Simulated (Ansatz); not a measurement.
triplet OH(+): levels of theory in one basis

```yaml
atoms:
  - { symbol: O, position_ang: [0.0000, 0.0000, -0.5198] }
  - { symbol: H, position_ang: [0.0000, 0.0000, 0.5198] }
```

Basis set: def2-SVP (spherical functions). Frozen core: 1 orbital. Correlation on ROHF uses semicanonical orbitals with singles. Charge 1, multiplicity 3.

Computed with Ansatz (development build ahead of 0.2.0); each method stands on the lowest determinant of its kind that the runs found.

```tsv
method	E − E(ROHF) (eV)	<S²> of the determinant
ROHF	0.00	2.00
UHF	-0.22	2.01
ROHF-MP2	-3.11	–
UHF-MP2	-3.12	2.01
ROHF-CCSD(T)	-3.67	–
UHF-CCSD(T)	-3.67	2.01
```
